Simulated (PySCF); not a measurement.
Molecule: `C=C(F)CN`, C$_{3}$H$_{6}$FN.

Atom-mapped SMILES (the numbers label the heavy atoms): `[CH2:1]=[C:2]([F:3])[CH2:4][NH2:5]`. Each H is labelled by its parent atom. Ha(C1) is cis to F3; Hb(C1) is trans to F3.

Geometry PBE0-D3(BJ)/def2-SVP throughout; GIAO in PySCF 2.14, gas phase, one conformer, non-relativistic; equivalent atoms averaged; basis pcSseg-2.

Question: How do the shifts δ (against TMS, CFCl3, NH3 at the same level) depend on the functional? (ppm; last column core-seconds on shared hosts with different chips, so compare them loosely; the GGAs took longer than the global hybrids here, which isn't the general rule, and the cause wasn't traced)

Answer: 
```csv
functional,kind,C2,C1,C4,F3,N5,Ha(C1),Hb(C1),H(C4),H(N5),core-s
HF,Hartree–Fock,179.3,95.5,43.5,-90.7,22.7,4.75,4.47,2.98,0.82,12
LDA,LDA,189.7,94.9,51.7,-116.3,38.6,4.49,4.43,3.35,0.68,30
PBE,GGA,184.3,90.7,51.3,-114.8,37.8,4.41,4.33,3.27,0.66,36
BLYP,GGA,185.9,90.0,52.3,-117.5,40.3,4.38,4.27,3.29,0.73,38
BP86,GGA,183.7,90.8,51.1,-116.0,36.4,4.40,4.31,3.26,0.65,35
OPBE,GGA,176.5,88.5,49.4,-107.3,34.2,4.41,4.34,3.23,0.62,37
KT2,GGA,175.5,84.1,50.0,-129.1,37.2,4.28,4.18,3.26,0.69,37
KT3,GGA,173.5,83.5,49.9,-121.6,37.2,4.29,4.18,3.24,0.73,36
B97-D,GGA,179.3,87.8,50.7,-113.9,36.4,4.37,4.26,3.26,0.72,36
B3LYP,global hybrid,185.7,93.2,50.3,-109.3,35.2,4.50,4.35,3.21,0.74,24
PBE0,global hybrid,183.9,94.3,49.0,-104.9,31.8,4.55,4.41,3.17,0.67,23
mPW1PW91,global hybrid,183.9,94.6,49.0,-104.4,31.4,4.55,4.40,3.16,0.67,23
WP04,global hybrid,184.0,96.2,50.3,-109.1,31.5,4.46,4.30,3.08,0.86,32
B97-2,global hybrid,180.7,92.0,48.8,-105.2,31.6,4.50,4.36,3.16,0.69,28
BHandHLYP,global hybrid,184.4,95.8,47.7,-101.3,29.9,4.64,4.43,3.12,0.78,27
CAM-B3LYP,range-separated hybrid,188.0,96.4,49.3,-102.9,32.5,4.62,4.43,3.19,0.75,44
wB97X-D,range-separated hybrid,185.2,95.9,48.7,-100.3,29.5,4.60,4.43,3.13,0.69,27
LC-wPBE,range-separated hybrid,188.9,100.8,47.5,-90.2,25.9,4.75,4.55,3.10,0.66,50
```

Question: Which nucleus moves most, in ppm?

Answer: F3 (vinylic fluorine): from -129.1 ppm with KT2 to -90.2 ppm with LC-wPBE. The smallest spread is 0.24 ppm, at H(N5). Proton shifts span only some 12 ppm, so a few tenths of a ppm matter as much there as several ppm in carbon.
